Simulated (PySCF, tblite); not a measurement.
**LiN4H12+, an ion with solvent molecules: NMR shifts, interaction energy, spin-spin couplings and core binding energies**

What NMR shifts, interaction energy, spin-spin couplings and core binding energies should one expect for `[Li+]` with 4 × `N`?

Programs: tblite 0.8.0 and PySCF 2.14.0. All values are calculated, for the isolated system unless a continuum is named. Atoms count from 0, parts from 1.

### 1 Starting point

17 atoms, charge 1, multiplicity 1; geometry: rigid parts in contact. Parts: 1 = atom 0, `[Li+]`, charge 1; 2 = atoms 1–4, `N`, charge 0; 3 = atoms 5–8, `N`, charge 0; 4 = atoms 9–12, `N`, charge 0; 5 = atoms 13–16, `N`, charge 0.

### 2 Docking the parts with GFN2-xTB

The job: settings as JSON, then the geometry in Å.

```
{"job": {"kind": "dock", "xc": "GFN2-xTB", "basis": "xTB"}, "charge": 1, "multiplicity": 1, "parts": [{"atoms": "0-0", "charge": 1, "multiplicity": 1}, {"atoms": "1-4", "charge": 0, "multiplicity": 1}, {"atoms": "5-8", "charge": 0, "multiplicity": 1}, {"atoms": "9-12", "charge": 0, "multiplicity": 1}, {"atoms": "13-16", "charge": 0, "multiplicity": 1}]}
Li    -0.325918     0.050545    -0.672265
N     -2.333271     0.080543    -1.424287
H     -2.432772    -0.149159    -2.407360
H     -2.974430    -0.526699    -0.927964
H     -2.699875     1.019678    -1.317610
N     -0.016429    -2.178287    -0.809216
H     -0.590518    -2.625716    -1.515543
H      0.930429    -2.510990    -0.962213
H     -0.312812    -2.560151     0.080328
N     -0.002016     1.105015     1.134012
H      0.995383     1.186696     1.296756
H     -0.348463     2.047049     1.177377
H     -0.381394     0.641957     1.945124
N      0.771010     1.261091    -2.170631
H      1.759234     1.071412    -2.304458
H      0.368720     1.227679    -3.101771
H      0.715131     2.231055    -1.878287
```

With the program's defaults for keys left out, this is: GFN2-xTB search for minima from random contacts, gas phase.

Run with:

```bash
OMP_NUM_THREADS=1 python cluster_run.py task.json out
```

This one command runs all jobs of the session in turn.

**Question.** The jobs that follow are: PBE0-D3(BJ)/def2-SVPD geometry optimisation, gas phase; GIAO PBE0/pcSseg-1 NMR shielding, non-relativistic, gas phase; wB97M-D3(BJ)/def2-SVPD interaction energy, counterpoise and uncorrected, gas phase; PBE0-D3(BJ)/def2-SVPD interaction energy, counterpoise and uncorrected, gas phase; B3LYP/pcJ-1 indirect spin-spin coupling, non-relativistic, gas phase; delta-SCF UKS SCAN, pcX-2 on the ionised atom, pcseg-1 elsewhere, spin-free X2C. Predict: binding energy (GFN2-xTB); point group; rotational constants (main isotopes); shieldings of H (PBE0/pcSseg-1); largest proton shift on binding; interaction energy, counterpoise (wB97M-D3(BJ)/def2-SVPD); superposition error; binding energy (with deformation); largest coupling of the table (B3LYP/pcJ-1); N1s binding energies, SCAN/pcX-2; Li1s binding energies, SCAN/pcX-2.

As calculated:

| quantity | value |
| --- | --- |
| binding energy (GFN2-xTB) | -114.5 kcal/mol (rough: tight binding is poor for bare ions) |
| point group | C1 |
| rotational constants (main isotopes) | 2.31, 2.30, 2.29 GHz |
| shieldings of H (PBE0/pcSseg-1) | H16 30.5, H10 30.5, H6 30.5, H15 30.5, H4 30.5, H3 30.5, H11 30.6, H2 30.6 ppm and more |
| largest proton shift on binding | H16, +1.11 ppm |
| interaction energy, counterpoise (wB97M-D3(BJ)/def2-SVPD) | -117.9 kcal/mol |
| superposition error | 4.51 kcal/mol |
| binding energy (with deformation) | -117.5 kcal/mol |
| largest coupling of the table (B3LYP/pcJ-1) | $^{1}J$(N,H) N13–H16, -63.5 Hz |
| N1s binding energies, SCAN/pcX-2 | N5 409.91, N9 409.90 eV |
| Li1s binding energies, SCAN/pcX-2 | Li0 64.31 eV |
| range of the interaction energy over the runs of this table | -118.8 to -117.9 kcal/mol |

What this shows: At its xTB geometry the search ends with the contact Li0···N13 (bond, 2.08 Å); 6 starts can't prove it the lowest minimum. Further contacts there: Li0···N9 (bond, 2.08 Å), Li0···N1 (bond, 2.09 Å). A later relaxation moves these distances. The optimisation took 6 steps and gained 0.064 eV; among the close pairs (by a distance rule), Li0–N5 changed most, from 2.051 to 2.086 Å. On binding (GIAO PBE0/pcSseg-1 NMR shielding, non-relativistic, gas phase), H16 moves most among the protons, 1.11 ppm downfield. Of the attraction, electrostatic 79 %, orbital 17 %, dispersion 3 %; Pauli repulsion takes back 40.56 kcal/mol. Of the pairs tabulated at B3LYP/pcJ-1, N13–H16 couples most strongly (-63.5 Hz; Fermi contact -60.4 Hz). The N1s levels computed lie within 0.01 eV of one another, too close to rank. Binding moves the N1s level of N5 by +4.37 eV. The interaction energy runs from -118.8 (PBE0-D3(BJ)/def2-SVPD) to -117.9 kcal/mol (wB97M-D3(BJ)/def2-SVPD).
